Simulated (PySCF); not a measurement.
# H4NOSi: the cost of one run

Computed with PySCF 2.14.0 and routines of our own; the level stands in each step. Atoms count from 0.

## 1. The starting structure

7 atoms, charge 0, multiplicity 2; geometry from: GFN2-xTB.

## 2. Open-shell or spin-flip excitations: unrestricted TDDFT B3LYP/def2-SVPD

The job: settings as JSON, then the geometry in Å.

```
{"job": {"kind": "uabs", "xc": "B3LYP", "basis": "def2-SVPD", "nstates": 10, "tda": false}, "charge": 0, "multiplicity": 2}
O      1.748260    -0.890100    -0.016061
N      0.978650     0.128444    -0.133560
Si    -0.755740    -0.041336     0.084117
H      1.464126     1.001753    -0.351690
H     -0.984687    -0.529167     1.440868
H     -1.233282    -0.993645    -0.914092
H     -1.213994     1.328955    -0.136660
```

With the program's defaults for keys left out, this is: unrestricted TDDFT B3LYP/def2-SVPD, vertical, gas phase, core orbitals frozen in the response.

The run is started by

```
$ OMP_NUM_THREADS=1 python excited_run.py task.json out
```

One launch serves the whole session: the jobs run in the order shown.

Q: Estimate the wall time and peak memory of this first job on 1 thread of Arm Neoverse V2, shared host.

About 10 s, with a peak of 0.41 GiB.
